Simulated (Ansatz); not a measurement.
`CC(F)OC=N` → 3 C• + F• + 6 H• + N• + O•  (atomization)

Gas-phase electronic energies from Ansatz, PBE0-D4/def2-TZVP geometries. CBS: MP2 limit from def2 TZ/QZ plus the TZ coupled-cluster correction, frozen cores. This one scheme is used for every species, atoms too. DFT in def2-TZVPP. Open shells (•) are unrestricted, without spin–orbit coupling. Spin–orbit coupling would lower the free atoms: a little for C, F, O. One conformer a species, not always the lowest.

`CC(F)OC=N`:

Cartesian coordinates in Å:
```
C 0.320 -1.043 -1.538
C 0.134 0.118 -0.609
F 1.060 1.091 -0.895
O 0.363 -0.327 0.704
C -0.169 0.398 1.706
N -0.883 1.415 1.530
H 0.210 -0.706 -2.569
H 1.315 -1.470 -1.404
H -0.429 -1.809 -1.333
H -0.850 0.586 -0.670
H 0.119 -0.051 2.659
H -1.189 1.796 2.419
```

| level | ΔE (kJ/mol) |
| --- | --- |
| r2SCAN-D4 | 4840.0 |
| PBE0-D4 | 4857.4 |
| HF/def2-TZVPP | 3357.6 |
| CCSD(T)/def2-TZVPP | 4689.4 |
| MP2/def2-QZVPP | 4878.9 |
| SCS-MP2/def2-QZVPP | 4849.1 |
| MP2/CBS(def2) | 4932.9 |
| CCSD/CBS(def2) | 4733.6 |

(1) What does CCSD(T)/CBS give? (An estimate is asked.)

Largest T1 diagnostic among the species: 0.013.

## Answers

(1) Ansatz gave: +4821.4 kJ/mol. The listed levels differ from it by 18.6, 36.0, -1463.8, -132.0, 57.5, 27.7, 111.5, -87.8 kJ/mol.

The D4 term adds +31.7 kJ/mol with B3LYP and +16.7 kJ/mol with PBE0; it sums over pairs of atoms, weighted by their polarisabilities, and B3LYP, whose exchange is more repulsive, gets the larger term. In def2-TZVPP, CCSD(T) changes the Hartree–Fock value by +1331.8 kJ/mol (the triples alone add +87.8 kJ/mol) and MP2 by +1443.3 kJ/mol; breaking electron pairs costs correlation energy, which Hartree–Fock lacks.

B3LYP here is the variant with VWN-RPA as its local correlation; programs differ in this.

For atomizations the MP2-based limit and the directly extrapolated one differ by several kJ/mol either way, and by 10 to 25 for some Ge, Se and Sn compounds, so smaller differences from it don't rank the levels.
